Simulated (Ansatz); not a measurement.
## Scan of [Cl···H···Si], triplet

Starting geometry:

```xyz
3

Cl    0.0000    0.0000   -1.4636
H     0.0000    0.0000   -0.1848
Si    0.0000    0.0000    1.6484
```

From there H2 is moved from one fragment to the other while all else, the fragments' distance too, stays fixed; atoms are numbered as listed. Energies are in kJ/mol, counted from the starting geometry at the same level. Kohn–Sham curves are unrestricted where that lies lower.

Basis cc-pVDZ; Ansatz 0.2.0. Only valence electrons are correlated (noble-gas cores frozen). R marks a restricted (for open shells ROHF) determinant.

Full CI isn't at hand for all of this; RCCSDTQ serves as the reference, and is uncertain by about the last step of the cluster series.

```csv
distance Cl1-H2 (Å),RCCSDTQ,curve A,curve B,curve C,curve D
1.279,0.0,0.0,0.0,0.0,0.0
1.335,-1.1,3.6,-1.0,-1.7,-7.4
1.447,11.2,24.4,11.4,8.6,-5.9
1.560,33.2,50.6,33.4,27.9,9.9
1.672,64.3,76.6,64.4,56.1,39.7
```

(1) The curves come from PBE, RCCSDT, RHF, RPA-PBE. Compare each with RCCSDTQ and say which is which.

In so small a basis the reference is far from its limit while semilocal and hybrid functionals are nearer theirs (RPA and double hybrids share much of the reference's basis error), so the functionals' errors here hold much of the reference's basis and frozen-core error, which can add to them or hide them.

Results:

(1) A: RHF, B: RCCSDT, C: RPA-PBE, D: PBE. Spread of the error against RCCSDTQ, over the points where both stand: A 17.4, B 0.2, C 8.2, D 24.6 kJ/mol.
